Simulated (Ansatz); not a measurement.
Born–Oppenheimer molecular dynamics of C4H6S (11 atoms, charge 0, multiplicity 1). It starts from a relaxed structure.

Computed with RKS PBE0-D4/STO-3G (Ansatz 0.2.0).

- ensemble: NVT, Nosé–Hoover chain
- time step: 0.5 fs
- steps asked: 138
- set temperature: 700 K
- thermostat: time constant 100 fs, chain length 3 (defaults)
- seed: 2486

First frame:

```xyz
11
Properties=species:S:1:pos:R:3
C -1.326 1.294 0.889
C -0.530 0.246 0.641
C 0.303 0.103 -0.594
C 1.113 -1.205 -0.619
S 0.352 1.202 -1.785
H -1.394 2.115 0.165
H -1.925 1.375 1.801
H -0.465 -0.573 1.369
H 1.762 -1.273 0.267
H 0.438 -2.074 -0.597
H 1.736 -1.267 -1.520
```

**Question.** How far do the bonds stretch over the last three quarters of this one trajectory? (Pairs bonded in most of those frames.)

**Answer.** 
```tsv
bond	mean (Å)	spread (Å)	shortest	longest
C1–C2	1.342	0.018	1.31	1.38
C1–H6	1.100	0.023	1.06	1.14
C1–H7	1.097	0.027	1.05	1.14
C2–C3	1.512	0.033	1.45	1.56
C2–H8	1.102	0.019	1.07	1.13
C3–C4	1.544	0.021	1.50	1.57
C3–S5	1.620	0.020	1.58	1.65
C4–H9	1.105	0.034	1.05	1.15
C4–H10	1.105	0.020	1.07	1.14
C4–H11	1.099	0.007	1.09	1.11
```

Mean temperature of the second half: 357 K. The conserved energy stayed within 0.45 meV per atom of its start (net change 0.32 meV per atom), so the integration is sound. The mean temperature of the second half is 49 % below the set value. A run of 0.069 ps of so small a system gives no equilibrium averages. Limits of this set-up: minimal basis.

Run time: 13 min on 1 thread of Intel(R) Xeon(R) Processor @ 2.50GHz (Skylake/Cascade Lake), with other jobs on the host, peak memory 0.11 GiB.
